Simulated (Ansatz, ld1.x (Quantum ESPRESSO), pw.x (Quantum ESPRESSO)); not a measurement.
# Equation-of-state test of one TM potential (Ag (Z = 47))

```json
{
 "Element": "silver",
 "Generator": "ld1.x (Quantum ESPRESSO) 7.5",
 "Type": "norm-conserving Troullier–Martins (Kleinman–Bylander form)",
 "Functional": "PBE",
 "Relativity": "scalar-relativistic",
 "Frozen core": "[Kr]",
 "Valence charge": "11",
 "Reference configuration": "4d9 5s2 5p0",
 "Partial waves": "5s (bound): rc 2.55 bohr; 4d (bound): rc 1.70 bohr; 5p (bound, empty): rc 3.65 bohr",
 "Local potential": "the p channel",
 "Core correction": "none"
}
```

Atomic tests: cutoffs needed: 70 Ry and 100 Ry (the cutoffs (Ry, on a coarse ladder) from which the occupation-weighted sum of valence levels, in a spherical-Bessel basis at the reference potential, stays within 10 and 1 mRy of its value at 400 Ry); ghost test: no extra level below or beside the all-electron valence levels (s, d, p, f tested) (spherical-Bessel basis up to 400 Ry, 20 bohr box); configuration tests: 2 of 7 tests not solved or not reliable.

Crystal test: fcc Ag in pw.x 7.5, no spin, 14³ k-points, Fermi–Dirac smearing 0.01 Ry, cutoffs 120/480 Ry. The reference is all-electron LAPW (Ansatz 0.2.0) with the same functional, mesh and smearing; V0 and B0 come from Birch–Murnaghan fits to the pressures at five volumes. Errors are pseudo minus all-electron; Δ is the rms difference of the E(V) curves that follow from these fits, minima aligned, over ±6 % about the mean V0. Mesh and smearing are coarse, so the numbers serve the comparison and aren't converged zero-temperature values; the lattice is a test structure that the element need not adopt.

```tsv
V (Å³/atom)	P all-electron (GPa)	P pseudo (GPa)
16.982	5.22	4.34
17.429	2.32	1.29
17.876	-0.12	-1.27
18.323	-2.19	-3.42
18.770	-3.93	-5.22
```

All-electron: a0 = 4.149 Å (V0 = 17.85 Å³/atom), B0 = 90.5 GPa.

Pseudopotential: mean pressure error (GPa): -1.12; a0 (Å): 4.133; a0 error (%): -0.39; B0 error (%): +11.9; Δ (meV/atom): 4.3. The largest radius (3.65 bohr) exceeds half the bond length (2.77 bohr), so the spheres overlap, which is one possible source of error among others. This is a poor potential for the solid. Atomic configuration tests: 2 of 7 tests not solved or not reliable. The logarithmic derivative shows an extra or strongly shifted pseudo pole above the reference energy (s near 0.43 Ry).

At the middle volume, how do free energy and pressure move when the wave cutoff is lowered (ecutrho kept at four times it)?

```csv
cutoff (Ry),shift of F (meV/atom),shift of P (GPa)
54,+718.9,-46.77
72,+20.9,-0.52
96,+10.2,-0.28
```

Input at the middle volume:

```
&control
  calculation='scf', prefix='x', pseudo_dir='./', outdir='./tmp', tstress=.true., disk_io='low'
/
&system
  ibrav=0, nat=1, ntyp=1, ecutwfc=120, ecutrho=480, nbnd=13,
  occupations='smearing', smearing='fd', degauss=0.01
/
&electrons
  conv_thr=1e-09, mixing_beta=0.4, electron_maxstep=70
/
ATOMIC_SPECIES
Ag 1.0 Ag.UPF
CELL_PARAMETERS angstrom
  0.00000000 2.07529632 2.07529632
  2.07529632 0.00000000 2.07529632
  2.07529632 2.07529632 0.00000000
ATOMIC_POSITIONS crystal
Ag 0.0000 0.0000 0.0000
K_POINTS automatic
14 14 14 0 0 0
```

```bash
pw.x < Ag.scf.in > Ag.scf.out
```

Lines of the output:

```
Message from routine setup:
     using ibrav=0 with symmetry is DISCOURAGED, use correct ibrav instead
     lattice parameter (alat)  =       5.5462  a.u.
     unit-cell volume          =     120.6332 (a.u.)^3
     number of electrons       =        11.00
     number of Kohn-Sham states=           13
     kinetic-energy cutoff     =     120.0000  Ry
     charge density cutoff     =     480.0000  Ry
     scf convergence threshold =      1.0E-09
     Exchange-correlation= PBE
     number of k points=   104  Fermi-Dirac smearing, width (Ry)=  0.0100
     iteration #  1     ecut=   120.00 Ry     beta= 0.40
     total energy              =     -74.03214454 Ry
     estimated scf accuracy    <       0.03846529 Ry
     iteration #  2     ecut=   120.00 Ry     beta= 0.40
     total energy              =     -74.03802389 Ry
     estimated scf accuracy    <       0.00046082 Ry
     iteration #  3     ecut=   120.00 Ry     beta= 0.40
     total energy              =     -74.03815210 Ry
     estimated scf accuracy    <       0.00001852 Ry
     iteration #  4     ecut=   120.00 Ry     beta= 0.40
     total energy              =     -74.03815435 Ry
     estimated scf accuracy    <       0.00000131 Ry
     iteration #  5     ecut=   120.00 Ry     beta= 0.40
     total energy              =     -74.03815464 Ry
     estimated scf accuracy    <       0.00000001 Ry
     iteration #  6     ecut=   120.00 Ry     beta= 0.40
     the Fermi energy is    12.3271 ev
!    total energy              =     -74.03815464 Ry
     estimated scf accuracy    <          1.5E-10 Ry
     smearing contrib. (-TS)   =      -0.00124256 Ry
     The total energy is F=E-TS. E is the sum of the following terms:
     one-electron contribution =      -5.13796179 Ry
     hartree contribution      =      13.49074782 Ry
     xc contribution           =     -11.65985952 Ry
     ewald contribution        =     -70.72983859 Ry
     convergence has been achieved in   6 iterations
          total   stress  (Ry/bohr**3)                   (kbar)     P=      -12.72
```

The run at the middle volume (104 k-points, 6 iterations) took about 31 s on one core of a shared host (Neoverse-V2, 96 threads, 742 GiB, load 69).
